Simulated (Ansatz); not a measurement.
# Si2BH5 (SMILES B[SiH]=[SiH2]): functionals against CCSD(T) at one geometry

How do the functionals fare away from a minimum? The structure is a structure displaced at random from a GFN2-xTB minimum.

Program: Ansatz 0.2.0, Gaussian basis. Level of theory: single points in def2-TZVPP. These are calculated values, not measurements.

Correlated methods freeze the cores.

### Step 1. Where the work starts

SMILES `B[SiH]=[SiH2]`, 8 atoms, charge 0, spin multiplicity 1.

Atoms are counted from 1 here; the program's logs count them from 0.

Bond lengths: B1–Si2 1.802 Å, B1–H4 1.286 Å, B1–H5 1.373 Å, Si2–Si3 2.257 Å, Si2–H6 1.679 Å, Si3–H7 1.389 Å, Si3–H8 1.297 Å. Angles: Si2–B1–H4 106.5°, Si2–B1–H5 120.2°, H4–B1–H5 119.4°, B1–Si2–Si3 133.5°, B1–Si2–H6 126.8°, Si3–Si2–H6 98.5°, Si2–Si3–H7 128.3°, Si2–Si3–H8 115.2°, H7–Si3–H8 116.4°.

Coordinates:

```xyz
8
BH5Si2
B    -1.3164    1.0459   -0.8089
Si    0.1673    0.5733    0.0973
Si    1.0197   -1.4091    0.7596
H    -1.7350   -0.0154   -1.4021
H    -1.3693    2.2505   -1.4658
H     1.1603    1.5846    0.9970
H     2.1174   -1.6440    1.5774
H     0.4322   -2.4549    0.2673
```

### Step 2. CCSD(T)/def2-TZVPP

Input file run/in.yaml:

```yaml
crystal:
  periodic: [false, false, false]
  atoms:
    - {symbol: B, position_ang: [-1.316400, 1.045900, -0.808900]}
    - {symbol: Si, position_ang: [0.167300, 0.573300, 0.097300]}
    - {symbol: Si, position_ang: [1.019700, -1.409100, 0.759600]}
    - {symbol: H, position_ang: [-1.735000, -0.015400, -1.402100]}
    - {symbol: H, position_ang: [-1.369300, 2.250500, -1.465800]}
    - {symbol: H, position_ang: [1.160300, 1.584600, 0.997000]}
    - {symbol: H, position_ang: [2.117400, -1.644000, 1.577400]}
    - {symbol: H, position_ang: [0.432200, -2.454900, 0.267300]}
basis:
  gaussian: {orbitals: def2-TZVPP}
correlation: {method: ccsd_t}
output: {forces: true}
```

The command line of these runs was not kept.

### Step 3. PBE0-D4/def2-TZVPP

run/in.yaml: that of step 2 with these lines changed.

```diff
@@ -13,3 +13,3 @@
   gaussian: {orbitals: def2-TZVPP}
-correlation: {method: ccsd_t}
-output: {forces: true}
+hamiltonian: {xc: pbe0, dispersion: d4}
+output: {forces: true, orbitals: {seedname: orbitals}}
```

### Step 4. wB97M-V/def2-TZVPP

run/in.yaml: that of step 3 with these lines changed.

```diff
@@ -13,3 +13,3 @@
   gaussian: {orbitals: def2-TZVPP}
-hamiltonian: {xc: pbe0, dispersion: d4}
-output: {forces: true, orbitals: {seedname: orbitals}}
+hamiltonian: {xc: {name: wB97M-V}}
+output: {forces: true}
```

### Step 5. r2SCAN-D4/def2-TZVPP

run/in.yaml: that of step 4 with these lines changed.

```diff
@@ -13,3 +13,3 @@
   gaussian: {orbitals: def2-TZVPP}
-hamiltonian: {xc: {name: wB97M-V}}
+hamiltonian: {xc: r2scan, dispersion: d4}
 output: {forces: true}
```

### Step 6. PBE-D4/def2-TZVPP

run/in.yaml: that of step 5 with these lines changed.

```diff
@@ -13,3 +13,3 @@
   gaussian: {orbitals: def2-TZVPP}
-hamiltonian: {xc: r2scan, dispersion: d4}
+hamiltonian: {xc: pbe, dispersion: d4}
 output: {forces: true}
```

### Step 7. wB97X-V/def2-TZVPP

run/in.yaml: that of step 6 with these lines changed.

```diff
@@ -13,3 +13,3 @@
   gaussian: {orbitals: def2-TZVPP}
-hamiltonian: {xc: pbe, dispersion: d4}
+hamiltonian: {xc: {name: wB97X-V}}
 output: {forces: true}
```

### Step 8. BHLYP-D4/def2-TZVPP

run/in.yaml: that of step 7 with these lines changed.

```diff
@@ -13,3 +13,3 @@
   gaussian: {orbitals: def2-TZVPP}
-hamiltonian: {xc: {name: wB97X-V}}
+hamiltonian: {xc: {name: BHLYP}, dispersion: d4}
 output: {forces: true}
```

(Steps that only read results are left out.)

Before running it: what results should come out? Wanted: energy less free atoms, CCSD(T)/def2-TZVPP; RMS force component; RMS force error; HOMO and LUMO, PBE0-D4; T1 diagnostic.

As calculated:

| quantity | value |
| --- | --- |
| energy less free atoms, CCSD(T)/def2-TZVPP | -2058.6 kJ/mol |
| RMS force component | 2.250 to 2.455 eV/Å over the methods |
| RMS force error | PBE0-D4 0.101, wB97M-V 0.146, r2SCAN-D4 0.089, PBE-D4 0.183, wB97X-V 0.199, BHLYP-D4 0.167 eV/Å |
| HOMO and LUMO, PBE0-D4 | -6.35 and -3.49 eV |
| T1 diagnostic | 0.023 |

**Reading.** Against CCSD(T) the functionals' energies less atoms differ by -87.0 to -25.8 kJ/mol, PBE-D4 by -85.2 kJ/mol. A larger basis would deepen the CCSD(T) value, while the functionals are nearly converged already, so the order here is not reliable. On forces the order runs from r2SCAN-D4 to wB97X-V. The restricted Hartree–Fock reference is unstable towards an unrestricted one at one or more of these structures.
